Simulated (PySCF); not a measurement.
# C3H5F (Allyl Fluoride): the cost of one run

The runs use PySCF 2.14.0, with density-fitted response routines of our own; the level of theory stands in each step. All values are computed, except where a source is named. Atoms are numbered from 0 throughout.

## (1) The starting structure

9 atoms, charge 0, multiplicity 1; geometry from: MMFF94s.

Bonds of the start (Å): C0–C1 1.34, C1–C2 1.50, C2–F3 1.36, C0–H4 1.09, C0–H5 1.09, C1–H6 1.09, C2–H7 1.09, C2–H8 1.09.

## (2) Optimising the geometry at PBE0-D3(BJ)/def2-SVP

The job: settings as JSON, then the geometry in Å.

```
{"job": {"xc": "PBE0", "basis": "def2-SVP", "d3": "d3bj", "grid": 1, "kind": "geom"}, "charge": 0, "multiplicity": 1}
C      1.301013     0.334967     0.349897
C      0.323206    -0.074937    -0.469046
C     -1.113548    -0.224352    -0.080300
F     -1.321914     0.108576     1.222676
H      1.096990     0.592726     1.385810
H      2.325226     0.421274     0.001742
H      0.568080    -0.323387    -1.498229
H     -1.742022     0.425272    -0.695987
H     -1.437030    -1.260138    -0.216563
```

Launch:

```bash
OMP_NUM_THREADS=1 python probes_run.py task.json out
```

One launch serves the whole session: the jobs run in the order shown.

**Question.** How long does this first job take on 1 thread of Intel Xeon Platinum 8488C, shared host, and how much memory does it need?

About 14 s, with a peak of 0.34 GiB.
